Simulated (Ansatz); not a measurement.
**CHBN+ (triplet): from Hartree-Fock to the top rungs, cc-pVDZ**

An exercise on one series of results from a longer session: the logs are not shown, and one member is left open.

Program: Ansatz 0.2.0, Gaussian basis. Level of theory: cc-pVDZ, core rule «outside noble gas», up to 3 orbitals frozen. These are calculated values, not measurements.

To be run: UHF; CCSD(T) on ROHF; CCSD(T) on UHF; BCCD(T) on ROHF; CISD; CCSDT(Q) on ROHF; CCSDT(Q) on UHF; CASSCF and MRCISD+Q, 10 electrons in 10 orbitals; CASSCF and NEVPT2, 10 electrons in 10 orbitals.

19 further runs of the same task are left out: 7 that didn't finish, 12 set aside as unsound or not needed.

## The geometry

The geometry is a PBE0/def2-TZVP stationary point (not a proven minimum) of the parent state, kept for this charge and spin.

4 atoms, charge 1, spin multiplicity 3.

Atoms are counted from 1 here; the program's logs count them from 0.

Bond lengths: B1–N2 1.277 Å, B1–H4 1.169 Å, N2–C3 1.253 Å. Angles: N2–B1–H4 180.0°, B1–N2–C3 180.0°.

The first run:

in.yaml

```yaml
crystal:
  periodic: [false, false, false]
  atoms:
    - {symbol: B, position_ang: [0.000000, 0.000000, 0.659600]}
    - {symbol: N, position_ang: [0.000000, 0.000000, -0.617700]}
    - {symbol: C, position_ang: [0.000000, 0.000000, -1.870800]}
    - {symbol: H, position_ang: [0.000000, 0.000000, 1.828900]}
basis:
  gaussian: {orbitals: cc-pVDZ}
total_charge: 1
magnetization: {spin_polarized: true, initial_magnetization: 2}
hamiltonian: {xc: hf}
output: {orbitals: {seedname: orbitals}}
```

The run is started by

```sh
> ansatz run in.yaml --threads 1 --pin off --events-out ev --progress --plain --max-ram 2393MiB
```

Steps of the session up to this table: UHF; CCSD(T) on ROHF; CCSD(T) on UHF; BCCD(T) on ROHF; CISD; CCSDT(Q) on ROHF; CCSDT(Q) on UHF; CASSCF and MRCISD+Q, 10 electrons in 10 orbitals; CASSCF and NEVPT2, 10 electrons in 10 orbitals.

One table of the session follows, with a row left open; its other results are not shown here.

| method | from UCCSDT(Q) (kcal/mol) |
| --- | --- |
| ROHF | +204.79 |
| UHF | +196.95 |
| RMP2 | +26.78 |
| UMP2 | +28.18 |
| CISD | +26.90 |
| RCCSD | +9.93 |
| UCCSD | +9.48 |
| RCCSD(T) | +1.52 |
| UCCSD(T) | +1.87 |
| BCCD(T) | +1.63 |
| RCCSDT | +0.78 |
| UCCSDT | +0.75 |
| RCCSDT(Q) | +0.11 |
| UCCSDT(Q) | 0 |
| CASSCF frontier | +121.68 |
| NEVPT2 frontier | +27.56 |
| MRCISD frontier | ? |
| MRCISD+Q frontier | +1.53 |

**Question.** Estimate the row for MRCISD frontier.

The run gave: from UCCSDT(Q) (kcal/mol): +9.57. In the column «from UCCSDT(Q) (kcal/mol)» it lies between UCCSD (+9.48) and RCCSD (+9.93).

Among the levels timed on like hardware and quicker than the yardstick, those that no quicker one beats, quickest first: CISD (11 s, +26.90 kcal/mol); BCCD(T) (12 s, +1.63 kcal/mol); RCCSD(T) (12 s, +1.52 kcal/mol).

To keep in mind: Of the multireference levels listed MRCISD+Q frontier comes nearest in total energy (+1.53 kcal/mol), which doesn't show that its space is the better one. Restricted and unrestricted rows rest on different reference determinants; where their highest levels disagree by more than a few hundredths of an eV, they describe different states and don't form one ladder.
